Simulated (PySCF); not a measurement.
A structure optimised at ωB97X-D3(BJ)/def2-SVP, used in a PySCF frequency run:

```xyz
5

F      0.9182     0.9182     0.9182
Si     0.0000     0.0000     0.0000
F     -0.9182     0.9182    -0.9182
F     -0.9182    -0.9182     0.9182
F      0.9182    -0.9182    -0.9182
```

Problem. Write its SMILES, formula and point group.

Solution. F[Si](F)(F)F, F₄Si, Td

Problem. What are its rotational constants (standard atomic weights)?

Solution. 3.9440, 3.9440, 3.9440 GHz
